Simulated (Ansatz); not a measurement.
Born–Oppenheimer molecular dynamics of BFH3N (6 atoms, charge 0, multiplicity 1). It starts from a relaxed structure.

Level of theory: Ansatz, RKS BHLYP-D4/6-31G.

```json
{"ensemble": "NVT, Langevin thermostat", "time step": "0.5 fs", "steps asked": "250", "set temperature": "300 K", "friction": "0.02 /fs", "seed": "492626"}
```

First frame:

```xyz
6
Properties=species:S:1:pos:R:3
B -0.029 -0.008 0.088
N -0.006 -0.001 1.475
H -0.833 -0.100 2.026
H 0.843 0.105 1.996
F 1.158 0.135 -0.591
H -1.021 -0.131 -0.539
```

Q: How far do the bonds stretch over the last three quarters of this one trajectory? (Pairs bonded in most of those frames.)

A: 
```
 bond  mean (Å)  spread (Å)  shortest  longest
B1–N2     1.384       0.015      1.35     1.42
B1–F5     1.379       0.026      1.33     1.42
B1–H6     1.192       0.068      1.08     1.30
N2–H3     1.002       0.025      0.95     1.05
N2–H4     1.005       0.017      0.97     1.04
```

Mean temperature of the second half: 284 K. A run of 0.12 ps of so small a system gives no equilibrium averages. Limits of this set-up: no polarisation functions.

Run time: 3.2 min on 1 thread of Arm Neoverse V1, with other jobs on the host, peak memory 0.079 GiB.
